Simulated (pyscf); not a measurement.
PySCF, gas phase, ωB97X-D3(BJ)/def2-SVP geometries.

### Question
H₃C–CH₃ (SMILES CC) + [H₂N–Zn]• (SMILES [NH2][Zn]) -> H₃C–Zn–NH₂ (SMILES [CH3][Zn][NH2]) + CH₃• (SMILES [CH3])
Surface: doublet. Broken: C–C. Formed: C–Zn. Give ΔE‡ and ΔE from ωB97M-D3(BJ)/def2-TZVP, relative to the separated reactants.

### Answer
ΔE‡ = 49.9 kcal/mol, ΔE = +20.8 kcal/mol. Zero-point energy shifts the barrier by -3.0 kcal/mol. It is a substitution at C, with an imaginary mode of 1102i cm⁻¹. One saddle was located; it need not be the lowest between these sides. The angle at the attacked C is 177°. Elements up to Kr have no core potential and no relativistic terms here.
